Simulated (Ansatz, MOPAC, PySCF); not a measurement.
Barrier height from CHN (SMILES C#N) to the transition structure CHN, without zero-point energy, on the benchmark's geometries as Psi4's copy of the set gives them.
Transition structure (charge 0, multiplicity 1):
```json
[
 {"atom": "C", "x (Å)": "0.0803", "y (Å)": "0.6203", "z (Å)": "0.0000"},
 {"atom": "N", "x (Å)": "0.0803", "y (Å)": "-0.5681", "z (Å)": "0.0000"},
 {"atom": "H", "x (Å)": "-1.0441", "y (Å)": "0.2551", "z (Å)": "0.0000"}
]
```
Reactant (charge 0, multiplicity 1):
```xyz
3

C      0.00000     0.00000    -0.50036
N      0.00000     0.00000     0.65264
H      0.00000     0.00000    -1.56629
```

Open shells are unrestricted; no spin–orbit coupling.

Correlated levels freeze the cores. CBS: X⁻³ extrapolation of the correlation energy, Hartree–Fock from the larger set. Rows in 3-21G, 6-311+G**, 6-31G*, STO-3G carry no dispersion term and start afresh at each structure (6-31G* with six Cartesian d functions). The state that AM1, PM3, PM7 reach isn't checked; PM7 holds dispersion and hydrogen-bond terms.

Run with Ansatz (a program for electronic structure) with Gaussian orbitals; MOPAC for AM1, PM3, PM7 (differences of heats of formation); PySCF for 3-21G rows, 6-311+G** rows, 6-31G* rows, STO-3G rows, the dispersion terms. Values without a source in brackets are computed.

Other levels give for the barrier height: PBE/def2-TZVPPD 45.58; B3LYP/def2-TZVPPD 47.39; B3LYP-D3(BJ)/def2-TZVPPD 47.39; wB97M-V/def2-TZVPPD 44.29; CCSD(T)/CBS(aug-cc-pVTZ, aug-cc-pVQZ) 47.74 kcal/mol.

Common cheap choices:

```tsv
level	barrier height (kcal/mol)
AM1	89.00
PM3	75.14
PM7	90.98
HF/STO-3G	70.93
HF/3-21G	67.54
BP86/6-31G*	48.07
B3LYP/6-31G*	49.98
B3LYP/6-311+G**	48.02
```

The set's own value is 48.16 kcal/mol (Zhao et al., NHTBH38), an estimate for the real system.
